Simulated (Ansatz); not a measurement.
Ideal-gas functions of C2H2O2, SMILES `O=C1CO1` at 400 K and 1 bar, from an Ansatz frequency run at PBE0-D4/def2-TZVP.

Molar mass 58.04 g/mol, point group Cs (symmetry number 1), electronic degeneracy 1, moments of inertia 19.608, 62.172, 78.336 u Å². Harmonic wavenumbers (cm⁻¹, unscaled): 500, 547, 767, 965, 1005, 1076, 1152, 1210, 1481, 2050, 3134, 3235.

Use S(trans) = R[1.5 ln M + 2.5 ln T − 1.1517]; rotational temperatures θ = 24.2544 K / I; S(rot) = R[ln(√π/σ · √(T³/θAθBθC)) + 1.5]; for each mode x = 1.438777 ν̃/T, S = R[x/(eˣ − 1) − ln(1 − e⁻ˣ)] and H = RT x/(eˣ − 1); 1 cm⁻¹ = 0.0119627 kJ/mol; R = 8.31446 J/(mol·K).

Problem. By hand: the entropy, in J/(mol·K).

Solution. Translation 165.6. Rotation: θ = 1.237, 0.3901, 0.3096 K, giving 99.9. Vibration, mode by mode: 4.47, 3.91, 2.10, 1.19, 1.06, 0.86, 0.69, 0.58, 0.26, 0.04, 0.00, 0.00, in all 15.2. Electronic 0.0. Sum 280.7 J/(mol·K).

Problem. By hand: H − E and G − E in kJ/mol, counted from the electronic energy.

Solution. Zero-point energy ½ × 17122 × 0.0119627 = 102.4; thermal vibration 4.4; translation, rotation and pV give 4 RT = 13.3. H − E = 120.1 kJ/mol, and G − E = 120.1 − 400 × 280.7/1000 = 7.8 kJ/mol.

Vibration gives 5 % of the entropy.
